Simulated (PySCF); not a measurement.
**Multinuclear NMR of C₄H₈O₂**

Atom-mapped SMILES (the numbers label the heavy atoms): `[CH3:1][CH:2]([CH3:3])[C:4](=[O:5])[OH:6]`. Each H is labelled by its parent atom.

[PySCF: shielding tensors at PBE0/pcSseg-1 (GIAO); geometry from GFN2-xTB; single conformer; one averaged value for each set of equivalent atoms; no relativistic terms; no solvent model]

Q: What are the $^{17}$O shifts?

A: 
```tsv
atoms	environment	σ (ppm)	δ (ppm)
O5	carbonyl oxygen	-83.4	342.7
O6	acid hydroxyl oxygen	124.9	152.9
```

Shieldings were converted by a linear fit to measured shifts: $^{17}$O: δ = 266.70 − 0.911σ (rms 10.7 ppm, 155 shifts, 12.2 ppm with the 3 outliers that the fit left out vs liquid water, solution or neat liquid). Occasional misses reach two or three times the rms, and more in compound classes unlike the fitted ones.

On a 300 MHz spectrometer $^{17}$O resonates near 40.7 MHz, so 1 ppm is 40.7 Hz.

In solution the two oxygens of a carboxylic acid exchange roles by proton transfer and give one 17O line. Hydrogen bonding in solution shields acid and N–H amide carbonyl oxygens by tens of ppm.
